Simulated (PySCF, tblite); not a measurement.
## A complex of 6 × hydrogen fluoride

A gas-phase complex of 6 × hydrogen fluoride; neutral, singlet. The structure comes from a short search (6 tight-binding starts) and was relaxed by PBE0-D3(BJ)/def2-SVPD; another way of binding may lie lower. No frequency run checks that it is a minimum.

Parts: 1 = hydrogen fluoride (F), atoms 1–2; 2 = hydrogen fluoride (F), atoms 3–4; 3 = hydrogen fluoride (F), atoms 5–6; 4 = hydrogen fluoride (F), atoms 7–8; 5 = hydrogen fluoride (F), atoms 9–10; 6 = hydrogen fluoride (F), atoms 11–12.

Coordinates in Å:
```
F1     -0.014   -1.396   -1.592
H2     -0.308   -1.847   -0.794
F3     -0.618   -2.619    0.446
H4      0.137   -2.687    1.039
F5      3.238   -1.686    0.645
H6      2.933   -1.309   -0.190
F7      1.402   -2.776    1.838
H8      2.152   -2.347    1.410
F9      0.709    0.117    0.883
H10     0.719    0.615    1.657
F11     2.369   -0.838   -1.471
H12     1.421   -1.001   -1.548
```

Contacts between parts, classed by geometry: H6···F11 1.476 Å (hydrogen bond, 174°); H8···F5 1.484 Å (hydrogen bond, 175°); H12···F1 1.489 Å (hydrogen bond, 174°); H2···F3 1.494 Å (hydrogen bond, 174°); H4···F7 1.499 Å (hydrogen bond, 174°).

Deforming the relaxed parts to their shape here costs 5.4 kcal/mol, which the interaction energies leave out.

Interaction energies are complex less parts, with the parts frozen as they stand in it; counterpoise-corrected, in kcal/mol (PySCF).

Question: How strongly do the parts interact, level by level?

Answer: 
```
                 level  interaction  superposition error removed
wB97M-D3(BJ)/def2-SVPD       -46.77                        -3.28
 PBE0-D3(BJ)/def2-SVPD       -50.99                        -3.66
```

Question: What holds them together? Decompose the wB97M-D3(BJ)/def2-SVPD energy: frozen parts, their antisymmetrised product, then relaxation.

Answer: electrostatic -80.1, Pauli repulsion +101.3, orbital relaxation -67.4, dispersion correction -3.9 kcal/mol, which sum to the value before the counterpoise correction; the Pauli term holds the exchange-correlation of the frozen density too. Of the attraction, 53 % is electrostatic, 45 % is orbital relaxation, 3 % is dispersion correction.

The parts were also relaxed and run alone, at the levels used for the complex: shieldings by PBE0/pcSseg-2; core levels by delta-SCF with SCAN, pcX-2 on the ionised atom and pcseg-1 elsewhere, spin-free X2C.

Values alone: F5–H6 bond (Å): 0.920; shielding of H6 (ppm): 29.19; shielding of F11 (ppm): 410.9; shielding of H8 (ppm): 29.19; shielding of F5 (ppm): 410.9; F5 1s core level (eV): 694.12; F7 1s core level (eV): 694.12; F11 1s core level (eV): 694.12.

Question: What does binding change?

Answer: 
```tsv
property	alone	in the complex	change
F5–H6 bond (Å)	0.920	0.966	+0.046
shielding of H6 (ppm)	29.19	20.00	-9.19
shielding of F11 (ppm)	410.9	375.3	-35.5
shielding of H8 (ppm)	29.19	20.22	-8.97
shielding of F5 (ppm)	410.9	375.5	-35.4
F5 1s core level (eV)	694.12	693.95	-0.17
F7 1s core level (eV)	694.12	693.97	-0.15
F11 1s core level (eV)	694.12	693.93	-0.19
```

Density functionals tend to overstate the lengthening and the red shift of so strongly bound an X–H bond.

The 4 runs behind this took 2.8 min in all, one thread each of Arm Neoverse V1 on a shared host, launched as `OMP_NUM_THREADS=1 python cluster_run.py task.json out`.
